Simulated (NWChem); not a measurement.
# ethanethiol (C$_{2}$H$_{6}$S); SMILES CCS

```xyz
9

C      0.3590    -1.6363    -0.0494
C     -0.6390    -0.4984     0.0396
S      0.1001     1.1635    -0.0599
H     -0.1581    -2.6097    -0.0422
H      1.0567    -1.6228     0.8026
H      0.9557    -1.5671    -0.9710
H     -1.3413    -0.5260    -0.8085
H     -1.2502    -0.5675     0.9528
H      0.8163     1.0856     1.0830
```
Atoms are numbered in this order, from 1.

All runs: NWChem. Medium grid unless said otherwise, to which SCAN and Minnesota functionals are sensitive. Structure relaxed at the PBE0/def2-SVP level. Total energies of different functionals are on different scales.

```json
[
 {"level": "LDA (Slater exchange, VWN5)/def2-TZVPD", "energy (Ha)": "-475.9202", "highest occupied level (eV)": "-5.69", "orbital gap (eV)": "4.82", "dipole (D)": "1.68", "relative time": "1"},
 {"level": "PBE/def2-TZVPD", "energy (Ha)": "-477.7674", "highest occupied level (eV)": "-5.59", "orbital gap (eV)": "4.85", "dipole (D)": "1.65", "relative time": "1"},
 {"level": "BLYP/def2-TZVPD", "energy (Ha)": "-478.0016", "highest occupied level (eV)": "-5.45", "orbital gap (eV)": "4.75", "dipole (D)": "1.61", "relative time": "1"},
 {"level": "TPSS/def2-TZVPD", "energy (Ha)": "-478.0969", "highest occupied level (eV)": "-5.68", "orbital gap (eV)": "5.14", "dipole (D)": "1.67", "relative time": "1"},
 {"level": "r2SCAN/def2-TZVPD", "energy (Ha)": "-477.9748", "highest occupied level (eV)": "-5.82", "orbital gap (eV)": "5.56", "dipole (D)": "1.71", "relative time": "1"},
 {"level": "B3LYP/def2-TZVPD", "energy (Ha)": "-478.0815", "highest occupied level (eV)": "-6.59", "orbital gap (eV)": "6.35", "dipole (D)": "1.64", "relative time": "1"},
 {"level": "PBE0/def2-TZVPD", "energy (Ha)": "-477.8167", "highest occupied level (eV)": "-6.81", "orbital gap (eV)": "6.85", "dipole (D)": "1.68", "relative time": "1"},
 {"level": "M06-2X/def2-TZVPD", "energy (Ha)": "-477.9917", "highest occupied level (eV)": "-8.00", "orbital gap (eV)": "8.37", "dipole (D)": "1.66", "relative time": "1"},
 {"level": "CAM-B3LYP/def2-TZVPD", "energy (Ha)": "-478.0175", "highest occupied level (eV)": "-8.18", "orbital gap (eV)": "8.91", "dipole (D)": "1.67", "relative time": "10"},
 {"level": "Hartree-Fock/def2-TZVPD", "energy (Ha)": "-476.7998", "highest occupied level (eV)": "-9.67", "orbital gap (eV)": "11.42", "dipole (D)": "1.76", "relative time": "1"}
]
```

The last column is a rough cost ratio, cheapest run = 1.
